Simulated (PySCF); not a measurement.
Molecule: SMILES C(=O)(Cl)C1CC1, C₄H₅ClO.

Cartesian coordinates in Å; atom numbers follow the order of the lines, from 1:
```xyz
11

O     2.240   -0.476    0.163
C     1.599    0.280   -0.483
Cl    2.279    0.949   -2.020
C     0.244    0.771   -0.170
C    -0.181    2.185   -0.495
C    -0.769    1.058   -1.255
H    -0.118    0.331    0.763
H     0.555    2.812   -1.003
H    -0.781    2.690    0.265
H    -1.795    0.748   -1.044
H    -0.438    0.911   -2.285
```

Geometry PBE0-D3(BJ)/def2-SVP throughout; GIAO in PySCF 2.14.0 with density-fitted response routines, gas phase, one conformer, non-relativistic; equivalent atoms averaged; basis pcSseg-2.

For orientation, BP86 gives these shifts δ (against H2O, TMS, HCl at the same level): O1 552.0, C2 188.2, C4 27.9, C5/C6 15.7, Cl3 398.4, H7 1.85, H8/H11 1.51, H9/H10 1.09 ppm.

A run gave: O1 568.3, C2 185.7, C4 18.7, C5/C6 6.8, Cl3 298.5, H7 1.66, H8/H11 1.37, H9/H10 0.92 ppm (shifts δ (against H2O, TMS, HCl at the same level)).

Problem. Which functional was used in that run?
A. HF
B. BLYP
C. OPBE
D. LDA
E. PBE

Solution. A. Cl3 tells them apart best: HF gives 298.5, BLYP gives 403.9, LDA gives 432.8, PBE gives 399.2, OPBE gives 377.0 ppm.
